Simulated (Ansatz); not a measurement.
Input for Ansatz (development build ahead of 0.2.0):

```yaml
crystal:
  periodic: [false, false, false]
  atoms:
    - { symbol: B, position_ang: [0.0, 0.0, 0.0] }
    - { symbol: "N", position_ang: [0.0, 0.0, 4.368] }
    - { symbol: H, position_ang: [0.0, 2.6835, -1.879] }
basis:
  gaussian: { orbitals: pcseg-2 }
magnetization:
  initial_magnetization: 1
hamiltonian:
  xc: pbe0
```

The input is written out in the form of the current development build from the run's settings.

Results

```yaml
Converged: yes
Total_energy: -79.51722 hartree
Spin_squared_of_the_determinant: 0.750
Stability_test: minimum among restricted orbitals
```

Caution: stretched shape with no unrestricted run beside it, a lower state can exist; charge can spread falsely over distant fragments.
